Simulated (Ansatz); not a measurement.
Species: BF3, SMILES `FB(F)F` (charge 0, multiplicity 1), formula BF$_{3}$.

### Question
How many basis functions does frozen-core CCSD(T)/cc-pVQZ // B3LYP-D3(BJ)/def2-TZVP (Ansatz, a first-principles code) use, how many core orbitals are frozen, and how many electrons are correlated?

### Answer
220 basis functions and 4 frozen orbitals, which leaves 24 correlated electrons. Core time is of the order of minutes.
